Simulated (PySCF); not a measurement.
Molecule: C3H2N (charge 0, doublet). It need not be the lowest isomer of its formula. SMILES: C=[C]C#N
Structure (B3LYP-D3(BJ)/def2-TZVP (Ansatz) minimum search):
```xyz
6

C     -0.1282    -1.7986    -0.0228
C      0.1404    -0.5266    -0.0139
C      0.0407     0.8046     0.0109
H     -1.1530    -2.1666     0.0132
H      0.6558    -2.5497    -0.0664
N      0.0257     1.9771     0.0297
```
Charge 0, spin multiplicity 2.

Dispersion corrections to the total energy (kcal/mol) from the dftd3 and dftd4 libraries through PySCF: D3(BJ) without and D4 with the three-body term, each with the damping fitted for the functional named.

```tsv
functional	D3(BJ)	D4
TPSSh	-2.46	-2.41
BLYP	-4.62	-4.47
BP86	-3.35	-2.57
LC-wPBE	[?]	-2.17
CAM-B3LYP	-1.62	[?]
TPSS	-2.70	-2.67
r2SCAN	-0.58	[?]
```

Task: What belongs in the gaps?

Result: 
- LC-wPBE, D3(BJ): -1.98
- CAM-B3LYP, D4: -1.63
- r2SCAN, D4: -0.48
